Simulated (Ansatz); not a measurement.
Computed with Ansatz on PBE0-D4/def2-TZVP structures; ΔE is electronic, products minus reactants. CCSD(T)/CBS adds triple-zeta CCSD(T) − MP2 to the extrapolated MP2 energy (def2 sets, frozen cores). This one scheme is used for every species, atoms too. Functionals use def2-TZVPP. B3LYP here is the variant with VWN-RPA as its local correlation; programs differ in this. No spin–orbit coupling; open shells (•) take unrestricted orbitals. Spin–orbit coupling would lower the free atoms: a little for C, O, S. One conformer a species, not always the lowest.

`O[C@H](S)[C@@H]1CO1` → 3 C• + 6 H• + 2 O• + S•  (atomization)

```csv
level,ΔE (kJ/mol),difference from CCSD(T)/CBS
PBE-D4,4799.4,163.3
r2SCAN-D4,4659.8,23.7
PBE0-D4,4671.6,35.5
B3LYP-D4,4615.5,-20.6
ωB97X-V,4655.6,19.5
ωB97M-V,4660.3,24.2
B2PLYP,4571.8,-64.3
PBE,4773.1,137.0
r2SCAN,4653.2,17.1
PBE0,4649.5,13.4
B3LYP,4573.3,-62.8
HF/def2-TZVPP,3167.1,-1469.0
MP2/def2-TZVPP,4623.8,-12.3
SCS-MP2/def2-TZVPP,4569.9,-66.2
CCSD/def2-TZVPP,4412.1,-224.0
CCSD(T)/def2-TZVPP,4503.8,-132.3
HF/def2-QZVPP,3172.2,-1463.9
MP2/def2-QZVPP,4701.5,65.4
SCS-MP2/def2-QZVPP,4656.1,20.0
HF/CBS(def2),3173.0,-1463.1
MP2/CBS(def2),4756.1,120.0
CCSD/CBS(def2),4544.3,-91.8
CCSD(T)/CBS,4636.1,0
```

Largest T1 diagnostic among the species: 0.012.

From PBE to PBE0 (25 % exact exchange), in def2-TZVPP and without D4, ΔE moves by −123.6 kJ/mol: exact exchange takes away binding that semilocal exchange gives to molecules. In def2-TZVPP, CCSD(T) changes the Hartree–Fock value by +1336.7 kJ/mol (the triples alone add +91.7 kJ/mol) and MP2 by +1456.7 kJ/mol; breaking electron pairs costs correlation energy, which Hartree–Fock lacks. The D4 term adds +42.2 kJ/mol with B3LYP and +22.1 kJ/mol with PBE0; it sums over pairs of atoms, weighted by their polarisabilities, and B3LYP, whose exchange is more repulsive, gets the larger term.

For atomizations the MP2-based limit and the directly extrapolated one differ by several kJ/mol either way, and by 10 to 25 for some Ge, Se and Sn compounds, so smaller differences from it don't rank the levels.
